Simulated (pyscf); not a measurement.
Single points on ωB97X-D3(BJ)/def2-SVP structures (PySCF, gas phase).

PBE/def2-TZVP puts the barrier of `[O]=[Nb]([F])([F])[Cl]` + `[FH]` → `[O]=[Nb]([F])([F])[F]` + `[ClH]` (four-centre exchange; singlet surface; Cl–Nb, F–H broken, F–Nb, Cl–H formed) at -0.4 kJ/mol and the reaction energy at -16.1 kJ/mol, from the separated reactants. What do B3LYP-D3(BJ)/def2-TZVP, PBE0-D3(BJ)/def2-TZVP, ωB97M-D3(BJ)/def2-TZVP give on the same structures?

B3LYP-D3(BJ): ΔE‡ = 9.2 kJ/mol, ΔE = -12.5 kJ/mol; PBE0-D3(BJ): ΔE‡ = 7.6 kJ/mol, ΔE = -7.9 kJ/mol; ωB97M-D3(BJ): ΔE‡ = 10.3 kJ/mol, ΔE = -16.5 kJ/mol. PBE's barrier lies under all of them, by 8.0 to 10.7 kJ/mol. Its reaction energy matches one of them and lies within 8.2 kJ/mol of the others. On the reactant side the descent ends in an adduct with a F–Nb contact, 31.2 kJ/mol under the separated species and 39.2 kJ/mol under the saddle at ωB97X-D3(BJ)/def2-TZVP. On the product side the descent ends in an adduct with a Cl–Nb contact, 29.0 kJ/mol under the separated species and 40.0 kJ/mol under the saddle at ωB97X-D3(BJ)/def2-TZVP. What is counted as formed (F–Nb) is already present as a longer contact in the reactant adduct; forming that adduct is a step of its own. What is counted as broken (Cl–Nb) persists as a longer contact in the product adduct; parting that adduct is a step of its own. This is the saddle that the search found; another between the same sides may lie lower. Elements past Kr carry the def2 core potentials, without spin-orbit coupling.
